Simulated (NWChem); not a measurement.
# N₂ cation, doublet

Program: NWChem. Spin-unrestricted. Structure relaxed at the B3LYP/6-31G* (spherical d), spin-unrestricted level. No stability test was run on the SCF state.

Question: Estimate the computed values for RPBE/def2-SVP. Quantities: highest occupied level (eV); lowest empty minus highest occupied level, either spin (eV); <S²>.

Answer: 
```
Item                                                         Result
-----------------------------------------------------------  ------
highest occupied level (eV)                                  -22.41
lowest empty minus highest occupied level, either spin (eV)    1.87
<S²>                                                          0.752
```
